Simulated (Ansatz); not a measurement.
`[SiH2][SiH3]` radical from Hartree–Fock to CCSD(T)

```xyz
7

Si    1.345    0.103   -0.299
Si   -0.847   -0.033    0.463
H     1.863   -1.149   -0.916
H     1.616    1.260   -1.195
H    -1.199    1.238    1.150
H    -1.825   -0.264   -0.637
H    -0.953   -1.155    1.433
```

Total charge 0; spin multiplicity 2. Geometry: relaxed with PBE0-D4/def2-TZVP. Frozen core, unrestricted reference, Ansatz. CBS rows extrapolate triple and quadruple zeta; past MP2 they add the triple-zeta difference.

| basis | HF (Eh) | MP2 corr. | CCSD corr. | (T) | CCSD(T) total |
| --- | --- | --- | --- | --- | --- |
| def2-SVP | -580.54292 | -0.19094 | -0.23721 | -0.00565 | -580.78578 |
| def2-TZVPP | -580.74859 | -0.23880 | -0.28581 | -0.00908 | -581.04348 |
| def2-QZVPP | -580.76652 | -0.25591 | – | – | – |
| CBS(def2) | -580.76899 | -0.26858 | -0.31560 | as TZ | -581.09367 |
